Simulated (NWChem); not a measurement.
Species: CH₅N cation, doublet; SMILES of the neutral closed-shell parent CN

```xyz
7

C      0.0221     0.7012    -0.0003
N      0.0004    -0.7013    -0.0001
H     -0.5848     1.0941    -0.8656
H      1.0462     1.1119    -0.0032
H     -0.5786     1.0940     0.8697
H     -0.8913    -1.2278     0.0001
H      0.8665    -1.2685     0.0002
```
Atoms are numbered in this order, from 1.

All runs: NWChem. Geometry optimised at PBE-D3(BJ)/def2-SVP; all other runs use it. Spin-unrestricted. The spin multiplicity was typed, not searched, and may not be the lowest.

```json
[
 {"quantity": "solvation free energy (kcal/mol) in tetrahydrofuran", "level": "PBE0/def2-SVP, SMD", "value": "-64.6"},
 {"quantity": "lowest empty minus highest occupied level, either spin (eV)", "level": "B3LYP/def2-SVP", "value": "4.29"},
 {"quantity": "charge (e), ESP N2", "level": "B3LYP/def2-SVP", "value": "-0.08"},
 {"quantity": "A(iso) 1H atom 6 (MHz)", "level": "B3LYP/pcJ-1", "value": "-64.9"},
 {"quantity": "highest harmonic frequency (cm⁻¹)", "level": "PBE-D3(BJ)/def2-SVP", "value": "3473"}
]
```
